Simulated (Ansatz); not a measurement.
Input file:

```yaml
crystal:
  periodic: [false, false, false]
  atoms:
    - {symbol: S, position_ang: [0.000000, 0.000000, -1.580500]}
    - {symbol: N, position_ang: [0.000000, 0.000000, -0.005800]}
    - {symbol: Si, position_ang: [0.000000, 0.000000, 1.586300]}
basis:
  gaussian: {orbitals: cc-pVDZ}
magnetization: {spin_polarized: true, initial_magnetization: 3}
correlation: {method: ccsdt_q, electrons: outside_noble_gas}
```

```sh
$ ansatz run in.yaml --threads 1 --pin off --events-out ev --progress --plain --max-ram 2393MiB
```

The program prints:

```
940 factors; integrals over basis functions are off by at most 1.5e-7 eV
mean field evaluation 1: about -20156.4371 eV, gradient 1.7e1 eV
mean field evaluation 2: about -20156.4453 eV, gradient 1.7e1 eV
mean field evaluation 4: about -20158.0314 eV, gradient 2.6e0 eV
mean field evaluation 8: about -20158.1253 eV, gradient 2.1e-1 eV
mean field evaluation 16: about -20158.1346 eV, gradient 2.0e-6 eV
mean field evaluation 32: about -20158.1346 eV, gradient 3.5e-3 eV
mean field evaluation 64: about -20158.1314 eV, gradient 1.6e-1 eV
mean field evaluation 96: about -20155.6468 eV, gradient 9.3e-1 eV
mean field evaluation 128: about -20156.3577 eV, gradient 2.0e-1 eV
mean field evaluation 160: about -20155.1672 eV, gradient 3.3e0 eV
mean field evaluation 192: about -20155.6265 eV, gradient 9.5e-1 eV
mean field -20158.13458100 eV, -740.7977821776 hartree, gradient 2.0e-6 eV, S^2 3.807639; 8 other end points of the search recorded, 0 dependent functions left out
determinant -20158.13458100 eV, -740.7977821776 hartree, with singles and doubles -20167.74830766 eV, -741.1510801155 hartree
determinant -20156.35947864 eV, -740.7325483689 hartree, with singles and doubles -20165.51908119 eV, -741.0691575540 hartree
11 core orbitals not correlated: weight in the atoms' cores, before any rotation towards them, 1.000 or more for the frozen orbitals, at most 0.000 for the correlated occupied ones
reference -20158.13458100 eV, -740.7977821776 hartree; 9, 6 occupied and 30, 33 virtual orbitals, 940 factors
second order -8.76442328 eV of doubles, -0.00000000 eV of singles
cycle   1  -9.08623482 eV  change   -3.2e-1 eV  update   1.2e-1
cycle   2  -9.69252477 eV  change   -6.1e-1 eV  update   5.5e-2
cycle   3  -10.02588379 eV  change   -3.3e-1 eV  update   3.3e-2
cycle   4  -10.00426823 eV  change    2.2e-2 eV  update   1.4e-2
cycle   5  -10.00272128 eV  change    1.5e-3 eV  update   9.0e-3
cycle   6  -10.01550031 eV  change   -1.3e-2 eV  update   3.7e-3
cycle   7  -10.01357434 eV  change    1.9e-3 eV  update   1.6e-3
cycle   8  -10.01234729 eV  change    1.2e-3 eV  update   8.6e-4
cycle   9  -10.01282117 eV  change   -4.7e-4 eV  update   4.7e-4
cycle  10  -10.01272678 eV  change    9.4e-5 eV  update   2.9e-4
cycle  11  -10.01296229 eV  change   -2.4e-4 eV  update   1.8e-4
cycle  12  -10.01298899 eV  change   -2.7e-5 eV  update   9.0e-5
cycle  13  -10.01302613 eV  change   -3.7e-5 eV  update   5.0e-5
cycle  14  -10.01306784 eV  change   -4.2e-5 eV  update   2.5e-5
cycle  15  -10.01309173 eV  change   -2.4e-5 eV  update   1.3e-5
cycle  16  -10.01310156 eV  change   -9.8e-6 eV  update   7.7e-6
cycle  17  -10.01309665 eV  change    4.9e-6 eV  update   4.2e-6
cycle  18  -10.01309528 eV  change    1.4e-6 eV  update   2.6e-6
cycle  19  -10.01309348 eV  change    1.8e-6 eV  update   1.4e-6
perturbative correction -0.04469033 eV, -0.0016423392 hartree
Total energy: -20168.19236482 eV, -741.1673989152 hartree
```

Ran on 1 thread of AMD EPYC, shared host: 2.4 min wall, 0.55 GiB peak host memory.
